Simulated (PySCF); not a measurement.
**The bond of F₂, level by level**

One table from this session's results is given with a row withheld; the runs are named, their logs left out.

Method: F pcseg-2, no relativity; program: PySCF 2.14.0.

The first run:

Settings of the job:

| Item | Value |
| --- | --- |
| atoms | F, F |
| charge | 0 |
| basis | F pcseg-2 |
| Hamiltonian | no relativity |
| basis functions | 60 |
| electrons treated | 18 |
| masses in u | 18.9984, 18.9984 |
| levels | PBE0, PBE, r²SCAN, B97-3, B3LYP, MN15, LC-ωPBE, HF, MP2, SCS-MP2, CCSD, CCSD(T) |
| grid | 80 radial by 434 angular points |
| occupations | held fixed by the projection of orbital angular momentum |
| dissociation limit | F + F, each in its ground configuration |
| starting distance in angstrom | 1.230 |
| values of 2S to try | 0, 2 |

On the command line:

```bash
OMP_NUM_THREADS=1 python dia.py task.json out
```

Among the steps run: Input; First curve: PBE0; Excited determinants; PBE; r²SCAN (meta-GGA); B97-3; B3LYP (global hybrid GGA); MN15 (hybrid meta-GGA); LC-ωPBE; RHF (mean field); Adding correlation.

One table of the session follows, with a row left open; its other results are not shown here.

It belongs to the step «Constants by level of theory». Differences from CCSD(T) in the same basis:

```
      level  Re (mÅ)  ωe (%)
        RHF      -90   +38.4
    RHF-MP2      -18   +10.0
RHF-SCS-MP2       -7    +5.2
   RHF-CCSD      -22   +10.0
        PBE       -5    +9.0
     r²SCAN      -20   +14.3
      B3LYP      -21   +14.6
       PBE0        ?       ?
      B97-3      -39   +19.2
       MN15      -47   +21.5
    LC-ωPBE      -47   +23.1
```

Q: Estimate the row for PBE0 from the others.

**Answer.** Re (mÅ): -42; ωe (%): +20.2. In the column «Re (mÅ)» it lies between LC-ωPBE (-47) and B97-3 (-39).

Hartree–Fock makes the bond too short and too stiff against this reference, as it mostly does.
